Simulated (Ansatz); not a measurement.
The input, for Ansatz 0.2.0:

```yaml
crystal:
  periodic: [false, false, false]
  atoms:
    - {symbol: Sc, position_ang: [0.000000, 0.000000, 0.000000]}
    - {symbol: B, position_ang: [0.000000, 0.000000, 3.974000]}
basis:
  gaussian: {orbitals: def2-SVP}
magnetization: {spin_polarized: false, initial_magnetization: 2}
correlation: {method: fci, electrons: outside_noble_gas}
```

```sh
$ ansatz run in.yaml --threads 1 --pin off --events-out ev --progress --plain --max-ram 2393MiB
```

Output:

```
819 factors; integrals over basis functions are off by at most 1.9e-7 eV
mean field evaluation 1: about -21331.7422 eV, gradient 1.3e1 eV
mean field evaluation 2: about -21331.7554 eV, gradient 1.3e1 eV
mean field evaluation 4: about -21332.8968 eV, gradient 9.0e0 eV
mean field evaluation 8: about -21336.0641 eV, gradient 8.4e0 eV
mean field evaluation 16: about -21337.0675 eV, gradient 1.4e-4 eV
mean field evaluation 32: about -21337.0676 eV, gradient 1.1e-1 eV
mean field evaluation 64: about -21337.1138 eV, gradient 2.0e-3 eV
mean field evaluation 96: about -21337.1209 eV, gradient 5.2e-2 eV
mean field evaluation 128: about -21337.1137 eV, gradient 5.5e-3 eV
mean field evaluation 160: about -21337.1209 eV, gradient 2.3e-2 eV
mean field evaluation 192: about -21337.0455 eV, gradient 1.4e-1 eV
mean field evaluation 224: about -21337.0475 eV, gradient 3.2e-1 eV
mean field evaluation 256: about -21337.1209 eV, gradient 4.7e-3 eV
mean field evaluation 288: about -21337.0923 eV, gradient 2.0e0 eV
mean field evaluation 320: about -21337.1063 eV, gradient 1.4e0 eV
mean field evaluation 352: about -21337.1136 eV, gradient 7.6e-3 eV
mean field evaluation 384: about -21337.1127 eV, gradient 9.4e-1 eV
mean field evaluation 416: about -21336.7066 eV, gradient 3.6e0 eV
mean field evaluation 448: about -21337.0675 eV, gradient 5.1e-2 eV
mean field evaluation 480: about -21337.1124 eV, gradient 4.1e-3 eV
mean field evaluation 512: about -21337.0790 eV, gradient 4.4e0 eV
mean field evaluation 544: about -21335.7463 eV, gradient 4.3e0 eV
mean field -21337.12094381 eV, -784.1247318651 hartree, gradient 2.0e-6 eV, S^2 2.000000; 27 other end points of the search recorded, 0 dependent functions left out
mean field evaluation 576: about -21334.5872 eV, gradient 2.4e0 eV
mean field evaluation 608: about -21337.2392 eV, gradient 4.1e-3 eV
mean field evaluation 640: about -21337.2332 eV, gradient 1.4e0 eV
mean field evaluation 672: about -21337.2381 eV, gradient 1.3e-2 eV
mean field evaluation 704: about -21337.2128 eV, gradient 1.5e-1 eV
mean field evaluation 736: about -21337.2321 eV, gradient 1.6e-2 eV
mean field evaluation 768: about -21335.9202 eV, gradient 1.3e0 eV
mean field evaluation 800: about -21337.2147 eV, gradient 7.2e-2 eV
determinant -21337.12094381 eV, -784.1247318651 hartree, with singles and doubles -21339.73854461 eV, -784.2209269199 hartree
determinant -21337.11375458 eV, -784.1244676658 hartree, with singles and doubles -21339.73281443 eV, -784.2207163401 hartree
determinant -21337.06753572 eV, -784.1227691539 hartree, with singles and doubles -21339.69751973 eV, -784.2194192837 hartree
determinant -21337.03753166 eV, -784.1216665251 hartree, with singles and doubles -21339.65492641 eV, -784.2178540081 hartree
determinant -21337.12094381 eV, -784.1247318651 hartree, with singles and doubles -21339.73906840 eV, -784.2209461690 hartree
determinant -21337.11375458 eV, -784.1244676658 hartree, with singles and doubles -21339.73304196 eV, -784.2207247014 hartree
determinant -21337.06753572 eV, -784.1227691539 hartree, with singles and doubles -21339.69753358 eV, -784.2194197924 hartree
determinant -21337.03753166 eV, -784.1216665251 hartree, with singles and doubles -21339.65531469 eV, -784.2178682768 hartree
10 core orbitals not correlated: weight in the atoms' cores, before any rotation towards them, 1.000 or more for the frozen orbitals, at most 0.000 for the correlated occupied ones
reference -21337.12094381 eV, -784.1247318651 hartree; 4, 2 occupied and 31, 33 virtual orbitals, 819 factors
state -21339.82574505 eV, -784.2241314770 hartree
Total energy: -21339.82574505 eV, -784.2241314770 hartree
```

Ran on 1 thread of Arm Neoverse N1, shared host: 14 min wall, 1.6 GiB peak host memory.
